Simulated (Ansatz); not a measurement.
System: fcc Au. Method: r²SCANh in Ansatz (plane waves, PAW).

Numerical settings: plane-wave cutoff 520 eV, 14×14×14 k mesh, Fermi–Dirac smearing 0.05 eV, scalar-relativistic PAW data made under PBE.

A third-order Birch–Murnaghan fit to the energies gives V0 = 17.469 Å³/atom, B0 = 152 GPa, B′ = 6.8.

```json
[
 {"V (Å³/atom)": "16.565", "P (GPa)": "9.65"},
 {"V (Å³/atom)": "17.100", "P (GPa)": "___"},
 {"V (Å³/atom)": "17.437", "P (GPa)": "0.29"},
 {"V (Å³/atom)": "17.872", "P (GPa)": "___"},
 {"V (Å³/atom)": "18.308", "P (GPa)": "-6.06"}
]
```

**Question.** Estimate the withheld pressures from this fit; the answers are the runs' own values.

**Answer.** 
- 17.100, P (GPa): 3.51
- 17.872, P (GPa): -3.23

The formula P = (3/2) B0 (x^(7/3) − x^(5/3)) [1 + (3/4)(B′ − 4)(x^(2/3) − 1)] with x = V0/V meets the computed pressures within 0.03 GPa when these rounded values are put in.

Measured, for comparison: bulk modulus 182 GPa (0 K value with the zero-point phonon effect removed, our sources range from 175 to 182; as tabulated in Mejia-Rodriguez and Trickey (2018), arXiv:1807.09216); equilibrium volume per atom 16.76 Å³/atom (static lattice: zero-point anharmonic expansion removed; as tabulated in Mejia-Rodriguez and Trickey (2018), arXiv:1807.09216). Computed (rounded) less measured: bulk modulus -16 % (-13 % to -16 % over the range), equilibrium volume per atom +4.2 %.

Spin–orbit coupling is not included; it can shift volumes and moduli of such heavy elements.

Ansatz is a first-principles code.
